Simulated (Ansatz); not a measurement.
The same path of BH3O (5 atoms, charge 0, multiplicity 1) was run 3 times with different band settings. Lost on the way: B1–H4. Made: O2–H4.

Level of theory: Ansatz 0.2.0, RKS revPBE-D4/def2-SVPD.

Relaxed end points:

```xyz
5
Properties=species:S:1:pos:R:3
B 0.369 -0.014 0.070
O 0.580 -0.118 1.414
H -0.245 -0.213 1.921
H 1.356 0.107 -0.627
H -0.763 -0.043 -0.382
```

```xyz
5
Properties=species:S:1:pos:R:3
B -0.058 0.020 -0.623
O 0.651 -0.060 0.794
H 0.327 -0.162 1.743
H 1.620 0.003 0.741
H -1.243 -0.083 -0.258
```

Common settings: movable images 5; climbing image yes; spring 5.0 eV/Å²; optimiser quadratic models (default); force threshold 0.03 eV/Å; end points relaxed.

| run | start path | iteration limit |
| --- | --- | --- |
| 1 | through a guess of the saddle point | 60 |
| 2 | straight line | 60 |
| 3 | through a guess of the saddle point | 6 |

What does each run give, and how far can it be trusted?

Run 1: converged after 16 iterations, highest image 4.890 eV above the first end. Neighbouring images differ by up to 1.8 eV, so the band resolves the path poorly. A vibrational analysis at the climbing image gives one clearly imaginary mode, 1076i cm⁻¹: a first-order saddle point.
Run 2: converged after 8 iterations, highest image 4.941 eV above the first end. Neighbouring images differ by up to 1.7 eV, so the band resolves the path poorly. The order of the stationary point at the top wasn't checked.
Run 3: not converged after 6 iterations, highest image 4.945 eV above the first end. The band didn't meet its force threshold, so its energies are provisional: the largest band force was still 0.82 eV/Å, and over the last iterations the top moved between 4.83 and 4.94 eV.
The orbitals stay closed-shell, which can raise the energy where a bond breaks towards radicals; this wasn't checked here.
